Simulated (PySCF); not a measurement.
Atoms are numbered as in `[F:1][CH2:2][SiH3:3]` (H(Xn): hydrogen on atom n).

All values are calculated (PySCF 2.14.0 with density-fitted response routines): structure optimised with PBE0-D3(BJ)/def2-SVP, σ from GIAO-PBE/pcSseg-2. One computed conformer, non-relativistic, equivalent nuclei averaged, isolated molecule.

Scale: 13C and 1H and 29Si vs TMS; 19F vs CFCl3 (reference shieldings calculated alike).

| atoms | nucleus | count | δ (ppm) |
| --- | --- | --- | --- |
| C2 | 13C | 1 | 79.4 |
| H(C2) | 1H | 2 | 4.88 |
| F1 | 19F | 1 | ? |
| Si3 | 29Si | 1 | -77.8 |
| H(Si3) | 1H | 3 | ? |

Problem. Complete the table.

Solution. 
- H(Si3): 4.01 ppm, hydrogen on a silicon bonded to C
- F1: -309.3 ppm, fluorine on an sp3 carbon

Shifts are as computed, not scaled to solution data. Of 1211 compounds with measured shifts, 218 miss one by over three times the rms of a fit or turn the order of signals round; such compounds aren't used in these exercises. Unscaled 19F shifts against computed CFCl3 carry errors that often reach 10 to 50 ppm.
